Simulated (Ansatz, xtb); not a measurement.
# C4H4F2: which of two isomers lies lower

Structure X: `C=C(F)C(=C)F`, a singlet. Structure Y: `C=C(F)/C=C/F`, a singlet. Both are isolated molecules in the gas phase, relaxed with PBE0-D3(BJ)/def2-SVP; the shapes shown needn't be the lowest conformers.

X (Å):

```xyz
10

C    -1.3248    2.1123    0.7715
C    -0.4222    1.3430    0.1638
C    -0.7072    0.0977   -0.5500
C     0.1955   -0.6715   -1.1578
F     0.8719    1.6628    0.1584
F    -2.0013   -0.2223   -0.5443
H    -2.3742    1.8229    0.7575
H    -1.0185    3.0266    1.2805
H     1.2448   -0.3819   -1.1441
H    -0.1109   -1.5858   -1.6668
```

Y (Å):

```xyz
10

C    -0.0705    1.9669   -1.5378
C    -0.2302    1.3399   -0.3692
C    -0.9161    0.0807   -0.1510
C    -1.0269   -0.4743    1.0588
F     0.2733    1.8831    0.7481
F    -1.6553   -1.6242    1.2453
H    -0.4769    1.5317   -2.4501
H     0.4653    2.9152   -1.5883
H    -1.3533   -0.4216   -1.0163
H    -0.6220   -0.0444    1.9785
```

Problem. Which of the two would you expect CCSD(T)/def2-SVP + ΔMP2/def2-TZVPP electronic energies to favour?

Solution. Too close to call at this level: CCSD(T)/def2-SVP + ΔMP2/def2-TZVPP gives E(Y) − E(X) = +0.027 eV.

Level by level:

```tsv
level	geometry	E(Y) − E(X) (eV)	departure from the last row (eV)	job, with rough time for the two
GFN2-xTB	GFN2-xTB	−0.067	−0.094	optimisation, 0.35 s
HF/STO-3G	GFN2-xTB	−0.021	−0.048	single point, 0.93 s
r2SCAN-D4/def2-SVP	GFN2-xTB	+0.031	+0.004	single point, 6.9 s
PBE0-D3(BJ)/def2-SVP	PBE0-D3(BJ)/def2-SVP	+0.023	−0.004	optimisation, 53 s
HF/def2-SVP	PBE0-D3(BJ)/def2-SVP	+0.025	−0.002	part of the CCSD(T) run
MP2/def2-SVP	PBE0-D3(BJ)/def2-SVP	+0.022	−0.005	part of the CCSD(T) run
CCSD(T)/def2-SVP	PBE0-D3(BJ)/def2-SVP	+0.035	+0.007	single point
CCSD(T)/def2-SVP + ΔMP2/def2-TZVPP	PBE0-D3(BJ)/def2-SVP	+0.027		single point, 83 s
```

As drawn, both hold the same kinds of bond in the same numbers.

The largest departure from CCSD(T)/def2-SVP + ΔMP2/def2-TZVPP is that of GFN2-xTB, 0.094 eV. The last row adds to CCSD(T) the change of the MP2 difference between the two basis sets, here −0.007 eV.

With harmonic frequencies from PBE0-D3(BJ)/def2-SVP (ideal gas, rigid rotor, one conformer each, 298.15 K, 1 atm): on the last row, ΔE + ΔZPE = +0.038, ΔH = +0.041, ΔG = +0.014 eV.

The correlated steps freeze 6 core orbitals. Codes used: Ansatz 0.2.0, xtb 6.7.1; the last row on 2 threads of AMD EPYC (Zen 3) on a shared host.
